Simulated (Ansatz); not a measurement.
Process, species as SMILES: C/C=C/Cl + 2 C (CH4) → C=C (C2H4) [ethene] + CC (C2H6) + CCl (CH3Cl) [chloromethane]

Wanted: bond separation energy (electronic), in kcal/mol. Terms: frozen cores in correlated levels; dispersion terms only where a functional's name holds one; no spin-orbit coupling; non-relativistic. CBS marks a two-point X^-3 extrapolation of the correlation energy; Hartree-Fock from the larger set. [CCSD(T)-MP2]/basis is that difference in the basis named. First-principles rows: single points at B3LYP-D3(BJ) geometries (Ansatz, an electronic-structure program).

```json
[
 {"species": "C/C=C/Cl", "coefficient": "-1", "E at HF/3-21G (Ansatz), Eh": "-573.13493", "E at wB97X-V/def2-TZVPD (Ansatz), Eh": "-577.45990"},
 {"species": "C (CH4)", "coefficient": "-2", "E at HF/3-21G (Ansatz), Eh": "-39.97677", "E at wB97X-V/def2-TZVPD (Ansatz), Eh": "-40.51531"},
 {"species": "C=C (C2H4)", "coefficient": "+1", "E at HF/3-21G (Ansatz), Eh": "-77.60059", "E at wB97X-V/def2-TZVPD (Ansatz), Eh": "-78.58890"},
 {"species": "CC (C2H6)", "coefficient": "+1", "E at HF/3-21G (Ansatz), Eh": "-78.79358", "E at wB97X-V/def2-TZVPD (Ansatz), Eh": "-79.82947"},
 {"species": "CCl (CH3Cl)", "coefficient": "+1", "E at HF/3-21G (Ansatz), Eh": "-496.68618", "E at wB97X-V/def2-TZVPD (Ansatz), Eh": "-500.05755"}
]
```

Coupled cluster (Ansatz) is a level with limits of its own, used here on species with T1 under 0.025 (0.045 for open shells) and stable references: RI-MP2/CBS(cc-pV(T+d)Z,cc-pV(Q+d)Z)+[CCSD(T)-MP2]/cc-pV(T+d)Z. Value to compare with, RI-MP2/CBS(cc-pV(T+d)Z,cc-pV(Q+d)Z)+[CCSD(T)-MP2]/cc-pV(T+d)Z (Ansatz): 9.2 kcal/mol. 1 Eh = 627.5095 kcal/mol.

Problem. Work the quantity out at each level, and compare with RI-MP2/CBS(cc-pV(T+d)Z,cc-pV(Q+d)Z)+[CCSD(T)-MP2]/cc-pV(T+d)Z (Ansatz).

Solution. 
- HF/3-21G: the sum of coefficient times E is 0.00812 Eh, or 5.10 kcal/mol. Result: 5.1 kcal/mol. Its difference against RI-MP2/CBS(cc-pV(T+d)Z,cc-pV(Q+d)Z)+[CCSD(T)-MP2]/cc-pV(T+d)Z (Ansatz) is -4.1 kcal/mol.
- wB97X-V/def2-TZVPD: the sum of coefficient times E is 0.01460 Eh, or 9.16 kcal/mol. Result: 9.2 kcal/mol. Its difference against RI-MP2/CBS(cc-pV(T+d)Z,cc-pV(Q+d)Z)+[CCSD(T)-MP2]/cc-pV(T+d)Z (Ansatz) is 0.0 kcal/mol.
